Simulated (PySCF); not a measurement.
O2, SMILES O=O (connectivity only; charge and spin as stated), charge -1, multiplicity 2. The structure is a stationary point at PBE0-D3(BJ)/def2-TZVPD.

Method: PBE0-D3(BJ)/def2-TZVPD run with PySCF 2.14.0.

Harmonic wavenumbers (cm⁻¹): 1237. Rotational constants (GHz): 36.17 (linear); symmetry number 2.

Q: Work out the zero-point energy and the ideal-gas rigid-rotor harmonic-oscillator thermochemistry at 298.15 K and 1 atm.

A: ZPE = ½ Σ hcν = ½ × 1237 cm⁻¹ = 7.40 kJ/mol. H − E(el) = 16.11 kJ/mol. Entropy in J/(mol K): translation 151.97, rotation 45.34, vibration 0.15, spin 5.76, total 203.22. G − E(el) = -44.48 kJ/mol. Cp = 29.86 J/(mol K).
